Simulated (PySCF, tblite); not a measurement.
**tetracarbon monosulfide (C₄S) (triplet): geometry, infrared bands and EPR parameters**

Aim: predict the infrared bands and EPR parameters of tetracarbon monosulfide (C₄S) (triplet) (`[C]=C=C=C=S`).

Computed with tblite 0.8.0 and PySCF 2.14.0, with density-fitted response routines of our own, on a single molecule in the gas phase. Atoms are numbered from 0 throughout.

## Step 1: The molecule as given

5 atoms, charge 0, multiplicity 3; geometry from: force field or distance geometry start.

Bonds of the start (Å): C0–C1 1.52, C1–C2 1.22, C2–C3 1.19, C3–S4 1.80.

## Step 2: Relaxing the molecule with GFN2-xTB

What the job is given:

```
{"job": {"kind": "relax", "xc": "GFN2-xTB", "basis": "xTB"}, "charge": 0, "multiplicity": 3}
C     -2.720400     0.324400    -0.458300
C     -1.228700     0.151100    -0.201600
C     -0.041800     0.002300     0.018400
C      1.120900    -0.127400     0.213500
S      2.878600    -0.347600     0.539600
```

Command:

```console
$ OMP_NUM_THREADS=1 python probes_run.py task.json out
```

One launch serves the whole session: the jobs run in the order shown.

Output:

```text
step      E/eV     max force
  0    -311.71165   14.096
  1    -313.35359    9.210
  2    -313.94080    3.533
  3    -314.08132    1.825
  4    -314.16850    1.508
  5    -314.18878    0.209
  6    -314.18902    0.033
  7    -314.18904    0.020
  8    -314.18907    0.020
  9    -314.18910    0.027
 10    -314.18911    0.012
 11    -314.18911    0.003
```

Run time: 0.04 s. Hardware: 1 thread of Arm Neoverse V1, shared host.

Step by step:

```tsv
step	energy from step 0 (eV)	largest force (eV/Å)
0	0.0000	14.0962
1	-1.6419	9.2102
2	-2.2292	3.5334
3	-2.3697	1.8252
4	-2.4568	1.5077
5	-2.4771	0.2094
6	-2.4774	0.0332
7	-2.4774	0.0202
8	-2.4774	0.0197
9	-2.4774	0.0266
10	-2.4775	0.0120
11	-2.4775	0.0035
```

Close pairs (by a distance rule), those that changed most:

```tsv
bond	before (Å)	after (Å)	change (Å)
C0–C1	1.524	1.278	-0.246
C3–S4	1.801	1.576	-0.225
C1–C2	1.216	1.303	+0.086
C2–C3	1.186	1.262	+0.076
```

The end geometry stands in the next job.

## Step 3: Vibrational analysis with GFN2-xTB

What the job is given:

```
{"job": {"kind": "ir", "xc": "GFN2-xTB", "basis": "xTB"}, "charge": 0, "multiplicity": 3}
C     -2.564132     0.306852    -0.432255
C     -1.314018     0.158402    -0.212710
C     -0.040087     0.006924     0.012570
C      1.193357    -0.141325     0.233246
S      2.733501    -0.328000     0.510823
```

Output:

```text
mode    cm-1     km/mol
  1      87.0     10.58
  2      87.1     10.57
  3     208.7      1.16
  4     208.7      1.16
  5     379.5      0.58
  6     379.5      0.58
  7     625.7      0.03
  8    1243.8      3.03
  9    1864.5    104.58
 10    2027.6     21.76
```

Run time: 0.07 s. Hardware: 1 thread of Arm Neoverse V1, shared host.

The strongest bands and the atoms that carry them (share of the mass-weighted mode):

```tsv
cm⁻¹	km/mol	atoms
87	10.6	C0 42 %, C2 26 %, C1 18 %
87	10.6	C0 42 %, C2 26 %, C1 18 %
209	1.2	C3 54 %, C1 33 %
209	1.2	C3 54 %, C1 33 %
380	0.6	C2 54 %, C3 26 %, C1 19 %
1244	3.0	C3 36 %, C0 27 %, C2 26 %, S4 10 %
1864	104.6	C1 40 %, C3 28 %, C0 25 %
2028	21.8	C2 50 %, C1 25 %, C3 21 %
```

## Step 4: Relaxing the molecule at PBE0-D3(BJ)/def2-SVP

What the job is given:

```
{"job": {"xc": "PBE0", "basis": "def2-SVP", "d3": "d3bj", "grid": 1, "shake": 0.01, "kind": "geom"}, "charge": 0, "multiplicity": 3}
C     -2.543720     0.281300    -0.428070
C     -1.319700     0.153880    -0.214870
C     -0.060290     0.004600     0.003920
C      1.226590    -0.139070     0.229720
S      2.730690    -0.334680     0.500270
```

Output:

```text
step   0  E = -549.82321239  max force = 0.081795
step   1  E = -549.82580506  max force = 0.013626
step   2  E = -549.82741270  max force = 0.011460
step   3  E = -549.82898767  max force = 0.003308
step   4  E = -549.82902783  max force = 0.000786
step   5  E = -549.82903818  max force = 0.000487
step   6  E = -549.82904095  max force = 0.000299
optimisation converged
```

It took 20 s on 1 thread of Arm Neoverse V1, shared host; peak memory 0.37 GiB.

Step by step:

```tsv
step	energy from step 0 (eV)	largest force component (eV/Å)
0	0.0000	4.2061
1	-0.0706	0.7007
2	-0.1143	0.5893
3	-0.1572	0.1701
4	-0.1582	0.0404
5	-0.1585	0.0250
6	-0.1586	0.0154
```

Close pairs (by a distance rule), those that changed most:

```tsv
bond	before (Å)	after (Å)	change (Å)
C0–C1	1.249	1.305	+0.056
C2–C3	1.314	1.284	-0.030
C3–S4	1.541	1.562	+0.021
C1–C2	1.287	1.296	+0.009
```

The end geometry stands in the next job.

```tsv
at the end point	value
point group (found at 0.08 Å tolerance)	Cinfv
rotational constants (GHz, main isotopes)	1.505, 1.505
dipole moment (D)	4.26
⟨S²⟩	2.041
```

## Step 5: g tensor and hyperfine couplings: B3LYP/IGLO-III

What the job is given:

```
{"job": {"kind": "epr"}, "charge": 0, "multiplicity": 3}
C     -2.521296     0.586739    -0.501048
C     -1.274165     0.296991    -0.246513
C     -0.037369     0.003653     0.008095
C      1.188294    -0.284982     0.260900
S      2.678177    -0.637592     0.569762
```

Method: UKS B3LYP, IGLO-III on C S, non-relativistic, mean-field spin-orbit, GIAO.

Output:

```text
UKS, coarse grid
  cycle   1  E = -550.45285308  |g| = 2.14e-01
  cycle   2  E = -550.26062429  |g| = 5.36e-01
  cycle   3  E = -550.47820709  |g| = 6.33e-02
  cycle   4  E = -550.48063835  |g| = 3.37e-02
  cycle   5  E = -550.48100886  |g| = 2.22e-02
  cycle   6  E = -550.48132582  |g| = 8.41e-03
  cycle   7  E = -550.48136668  |g| = 3.23e-03
  cycle   8  E = -550.48137738  |g| = 1.87e-03
  cycle   9  E = -550.48137963  |g| = 9.19e-04
UKS, final grid
  cycle   1  E = -550.48136766  |g| = 1.68e-03
  cycle   2  E = -550.48135843  |g| = 3.93e-03
  cycle   3  E = -550.48136924  |g| = 7.25e-04
  cycle   4  E = -550.48136955  |g| = 7.18e-05
  cycle   5  E = -550.48136955  |g| = 4.04e-05
  cycle   6  E = -550.48136955  |g| = 2.28e-05
E = -550.48136955 Eh   <S^2> = 2.0317 (exact 2.0000)
g shifts (ppm)      1          2          3
  rmc          -175       -175       -175
  gc             43         20         20
  oz_so           0       2567       2567
  total        -133       2412       2412
hyperfine (MHz)  atom isotope    a_iso     a_fc   dipolar eigenvalues
    0   13C      18.73      18.78    -32.24     16.12     16.12
    1   13C     -13.71     -13.44     -1.49      0.74      0.74
    2   13C       2.58       2.54    -14.63      7.31      7.31
    3   13C      -9.99      -9.84     -7.37      3.69      3.69
    4   33S       8.97       9.24    -33.87     16.93     16.94
zero-field splitting (cm-1)  D = 3.5809  E = 0.0000  (spin-spin 0.1519, spin-orbit 3.4290)
```

It took 23 s on 1 thread of Arm Neoverse V1, shared host; peak memory 0.72 GiB.

Principal g values 2.00219, 2.00473, 2.00473; g(iso) = 2.00388, against 2.00232 for a free electron.

Hyperfine couplings, nucleus by nucleus at this fixed geometry (no averaging over rotations):

```tsv
nuclei	isotope	a(iso) (MHz)	a(iso) (G, at g = 2.0023)	largest dipolar term (MHz)
C0	13C	18.7	6.7	-32.2
C1	13C	-13.7	-4.9	-1.5
C3	13C	-10.0	-3.6	-7.4
S4	33S	9.0	3.2	-33.9
C2	13C	2.6	0.9	-14.6
```

Zero-field splitting: D = 3.581 cm⁻¹ (spin-spin 0.152, spin-orbit 3.429), E = 0.000 cm⁻¹.

Mulliken spin populations:

```tsv
atom	value (e)
C0	0.72
C1	0.13
C2	0.34
C3	0.10
S4	0.71
```

The fields below are evaluated on a grid from the run's orbitals.

ELF in a plane through or near 5 of the atoms.

Ten even steps from ' ' (0.00) to '@' (0.99):
```
                                                        
            ....                                        
        ..------..                        ....          
      ..--++**++::..    ................::--==--..      
      ..==**##**--......::::::::::::::::::==++++::      
      --**%%%%##++------============++--==##%%%%++..    
      ==##@@@@%%**++******************++**%%@@@@%%::    
    ..==%%@@##++######**%%****%%##**%%##**@@@@@@@@++    
    ..++%%++..--++%%----@@--::%%++::####..%%@@@@@@**..  
    ..++%%--++##==%%--==%%==##%%::%%++**####@@@@@@**::  
    ..++%%--**%%--%%--==%%++%%%%--++**####**@@@@@@##::  
    ..++%%**..--++%%==--%%--::%%++--####::%%@@@@@@**..  
    ..==%%@@##++######**%%****####**####**@@@@@@@@==    
      ==##@@@@%%**++++++**************++**%%@@@@%%::    
      ::**%%%%##++------====--========--==##%%##++      
      ..==**##**--......::::....::::::::::==++==..      
      ..--++**++::..    ..................------        
        ..----::..                        ....          
            ....                                        
                                                        
```
The map spans 10.8 Å across and 5.2 Å up, centred on the molecule. Atoms in the plane (x, y in Å): C0 (2.6, 0.0), C1 (1.3, 0.0), C2 (0.0, 0.0), C3 (-1.2, 0.0), S4 (-2.8, 0.0).

log10 of the density (e/Å³) in the same plane.

Ten even steps from ' ' (-4.0) to '@' (2.4):
```
        ......................................          
      ....::::::::::::....::::::::::::::::......        
      ..::--------::::::::::::::::::::::::::::::..      
    ..::------==------------------------------::::..    
  ....::--========------------------------------::....  
....::--====++++==============================--::::..  
....::--==++++++++++++++++++++++++++++++++++====--::..  
..::::==++++******++******************++**++++==--::::..
  ::--==++**####****************************++==--::::..
..::--==++**%%@@****%%%%**##%%**##@@****@@****++==::::..
..::--==++**%%@@****##%%**%%%%**##%%****@@****++==::::..
  ::--==++**####****************************++==--::::..
  ::::==++++******++++**++****++++****++++++++==--::::..
  ..::--==++++++++++++++++++++++++++++++++++====--::....
  ..::--======++==============================--::::....
  ....::--========------------------------------::......
    ..::--------------------------------------::::......
      ..::--------::::::::::::::::::::::::::::::..      
      ....::::::::::::............::::::::......        
          ....................................          
```
The map spans 10.8 Å across and 5.2 Å up, centred on the molecule. Atoms in the plane (x, y in Å): C0 (2.6, 0.0), C1 (1.3, 0.0), C2 (0.0, 0.0), C3 (-1.2, 0.0), S4 (-2.8, 0.0).

On the surface of density 0.002 e/bohr³ the electrostatic potential runs, from the 1st to the 99th percentile, from -1.70 V near C0 to 1.38 V near S4.

The spin density lies nearest to C0 32 %; S4 30 %; C2 16 %; C1, C3 about 11 % each.

## Step 6: Results

| quantity | value |
| --- | --- |
| strongest single infrared mode (GFN2-xTB) | 1864 cm⁻¹, 105 km/mol |
| zero-point energy (GFN2-xTB) | 10.2 kcal/mol |
| point group | Cinfv |
| rotational constants (main isotopes) | 1.51, 1.51 GHz |
| D, E (B3LYP) | 3.581, 0.000 cm⁻¹ |
| g(iso) (B3LYP) | 2.00388 |
| ⟨S²⟩ | 2.032 (exact 2.00) |
| largest a(iso) | 13C on C0, 18.7 MHz |
| surface potential, 1st and 99th percentile | -1.70 V and 1.38 V |

What this shows: Over 11 steps the energy fell by 2.477 eV; of the close pairs, C0–C1 changed most, 1.524 to 1.278 Å (GFN2-xTB). No mode is imaginary among the 10: a minimum at this level. The strongest single mode, at 1864 cm⁻¹, has its largest shares on C1, C3 and C0 (the list is cut at 3 atoms). GFN2-xTB is a fitted tight-binding method: band positions and strengths are rough. Its intensities can rank the bands wrongly. The optimisation took 6 steps and gained 0.159 eV; among the close pairs (by a distance rule), C0–C1 changed most, from 1.249 to 1.305 Å (PBE0/def2-SVP). The largest spin populations lie on C0 (0.72 e), S4 (0.71 e). The isotropic g lies 1.6 ppt above the free-electron value.
